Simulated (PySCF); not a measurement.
# Bond curve of NaN⁺

Set-up: PySCF, no relativity, basis sets Na 6-31G(d,p), N 6-31G(d,p). Energies in eV from Na⁺ + N in their ground configurations at the same level. State: ⁴Σ⁻ (quartet), unpaired electrons σ ↑, π ↑↑.

All columns are PBE0. A positive dipole points towards N; it is taken about the centre of mass and depends on that origin.

```csv
R (Å),E (eV),μ (D),Mulliken charge on Na (basis-dependent),HOMO (eV),LUMO (eV),Mayer bond order,⟨S²⟩
2.313,-0.085,-3.47,0.93,-16.22,-8.70,0.13,3.75
2.421,-0.132,-3.68,0.93,-16.00,-8.53,0.14,3.75
2.529,-0.155,-3.89,0.93,-15.79,-8.36,0.13,3.75
2.609,-0.162,-4.05,0.94,-15.63,-8.24,0.13,3.75
2.690,-0.163,-4.22,0.94,-15.48,-8.10,0.12,3.75
2.771,-0.160,-4.39,0.94,-15.34,-7.97,0.11,3.75
2.878,-0.153,-4.61,0.95,-15.15,-7.80,0.10,3.75
3.013,-0.140,-4.90,0.95,-14.93,-7.60,0.09,3.75
3.174,-0.124,-5.24,0.96,-14.68,-7.36,0.08,3.75
3.389,-0.102,-5.70,0.97,-14.37,-7.07,0.06,3.75
```

A fit through these points gives, at Re = 2.672 Å, μ = -4.18 D and dμ/dR = -2.06 D/Å; the reduced mass is 8.702 u.

Q: How strong is the fundamental in the double-harmonic approximation, I = 42.26·(dμ/dR)²/μred km/mol?

A: I = 42.26·(-2.06)²/8.702 = 20.6 km/mol at PBE0.

The bond is weak. Basis-set superposition, not corrected here, can be much of De in a small basis, most of all at correlated wavefunction levels. For an ion De counts to the pair picked by the measured ionisation energies or electron affinities, which need not be the lowest pair at this level. The state is the lowest determinant that a PBE0 search found; another state may lie lower at other levels.
